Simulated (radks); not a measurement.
# N³⁻ held by a Watson sphere

Aim: the size and levels of N³⁻ inside a shell of charge +3 and radius R, which stands for the Madelung well of a crystal, for several R.

Method: non-relativistic Kohn-Sham, PBEsol, spin-polarised, spherical densities, point nucleus. Code: radks (a radial shooting solver on a logarithmic mesh, Libxc functionals) version 1.

## Step 1: Starting point

```
element       : nitrogen (Z = 7)
charge        : -3
electrons     : 10
configuration : [Ne]
```

Outer shells as boxes (Hund's rule):

N³⁻
```
[He] core
2s [↑↓]
2p [↑↓][↑↓][↑↓]
```

## Step 2: R = 1.63 bohr

The run's settings:

```text
Z 7
configuration [Ne]
relativity non-relativistic
functional pbe_sol,pbe_sol
spin polarised
nucleus point
watson charge 3 radius 1.63 bohr
response adiabatic LDA kernel
```

## Step 3: R = 2.16 bohr

Settings, as their differences from step 2:

```diff
@@ -6,3 +6,3 @@
 nucleus point
-watson charge 3 radius 1.63 bohr
+watson charge 3 radius 2.16 bohr
 response adiabatic LDA kernel
```

## Step 4: R = 2.35 bohr

Settings, as their differences from step 3:

```diff
@@ -6,3 +6,3 @@
 nucleus point
-watson charge 3 radius 2.16 bohr
+watson charge 3 radius 2.35 bohr
 response adiabatic LDA kernel
```

## Step 5: R = 2.65 bohr

Settings, as their differences from step 4:

```diff
@@ -6,3 +6,3 @@
 nucleus point
-watson charge 3 radius 2.35 bohr
+watson charge 3 radius 2.65 bohr
 response adiabatic LDA kernel
```

## Step 6: R = 2.88 bohr

Settings, as their differences from step 5:

```diff
@@ -6,3 +6,3 @@
 nucleus point
-watson charge 3 radius 2.65 bohr
+watson charge 3 radius 2.88 bohr
 response adiabatic LDA kernel
```

## Step 7: R = 3.18 bohr

Settings, as their differences from step 6:

```diff
@@ -6,3 +6,3 @@
 nucleus point
-watson charge 3 radius 2.88 bohr
+watson charge 3 radius 3.18 bohr
 response adiabatic LDA kernel
```

## Step 8: R = 3.39 bohr

Settings, as their differences from step 7:

```diff
@@ -6,3 +6,3 @@
 nucleus point
-watson charge 3 radius 3.18 bohr
+watson charge 3 radius 3.39 bohr
 response adiabatic LDA kernel
```

## Step 9: R = 3.6 bohr

Settings, as their differences from step 8:

```diff
@@ -6,3 +6,3 @@
 nucleus point
-watson charge 3 radius 3.39 bohr
+watson charge 3 radius 3.6 bohr
 response adiabatic LDA kernel
```

## Step 10: R = 3.7 bohr

Settings, as their differences from step 9:

```diff
@@ -6,3 +6,3 @@
 nucleus point
-watson charge 3 radius 3.6 bohr
+watson charge 3 radius 3.7 bohr
 response adiabatic LDA kernel
```

Q: Predict the outcome of this session. Wanted: for each run, R; highest level; its <r>; sum of <r²>; α.

As calculated:

| R (bohr) | highest level (eV) | its <r> (bohr) | sum of <r²> (bohr²) | α (bohr³) |
| --- | --- | --- | --- | --- |
| 1.63 | -8.868 | 1.593 | 24.19 | 13.25 |
| 2.16 | -6.949 | 1.817 | 31.13 | 24.57 |
| 2.35 | -6.372 | 1.895 | 33.75 | 30.48 |
| 2.65 | -5.578 | 2.016 | 38.09 | 42.56 |
| 2.88 | -5.059 | 2.108 | 41.60 | 54.61 |
| 3.18 | -4.486 | 2.229 | 46.47 | 74.80 |
| 3.39 | -4.147 | 2.313 | 50.10 | 92.47 |
| 3.6 | -3.851 | 2.397 | 53.91 | 113.5 |
| 3.7 | -3.724 | 2.436 | 55.79 | 124.7 |

From R = 1.63 to 3.7 bohr the top level moves from -8.868 to -3.724 eV and its mean radius from 1.59 to 2.44 bohr. A wider sphere makes a shallower well, so the ion swells. The polarisability goes from 13.2 to 125 bohr³. Response by self-consistent Sternheimer equations with the Hartree and adiabatic LDA kernel. The sphere does not respond.
